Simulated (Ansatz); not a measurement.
Molecule: pyrazine, C$_{4}$H$_{4}$N$_{2}$, charge 0, multiplicity 1. 
Geometry from a B3LYP-D3(BJ)/def2-TZVP (Ansatz, a program for electronic structure) optimisation:
SMILES: c1cnccn1
```xyz
10

C      1.1755    -0.6013     0.1346
C      1.0677     0.7845     0.0774
N     -0.1084     1.3933    -0.0575
C     -1.1755     0.6013    -0.1346
C     -1.0677    -0.7845    -0.0774
N      0.1084    -1.3933     0.0575
H      2.1422    -1.0802     0.2447
H      1.9481     1.4144     0.1418
H     -2.1422     1.0802    -0.2447
H     -1.9481    -1.4144    -0.1418
```
Charge 0, spin multiplicity 1.

Atomisation energy built up term by term with Ansatz (kcal/mol; UHF references for open shells; valence terms freeze the core; atomic spin-orbit terms are left out). Basis-set limits of correlation are two-point, X^-3; Hartree-Fock from the larger set (for Q and 5 zeta extrapolated as (X+1)exp(-9√X)).

The Hartree-Fock reference is unstable (checked in the largest basis), which strains HF and MP2. 

| term | basis | kcal/mol |
|---|---|---|
| Hartree-Fock | CBS(cc-pVQZ,cc-pV5Z) | ? |
| CCSD correlation | CBS(cc-pVQZ,cc-pV5Z) | 314.53 |
| (T) | CBS(cc-pVQZ,cc-pV5Z) | ? |
| core correlation | cc-pwCVTZ | 5.71 |
| scalar relativity (X2C) | cc-pVTZ-DK against cc-pVTZ | -1.04 |
| sum: De |  | ? |

### Question
What belongs in the gaps?

### Answer

- Hartree-Fock, kcal/mol: 757.35
- (T), kcal/mol: 29.66
- sum: De, kcal/mol: 1106.2
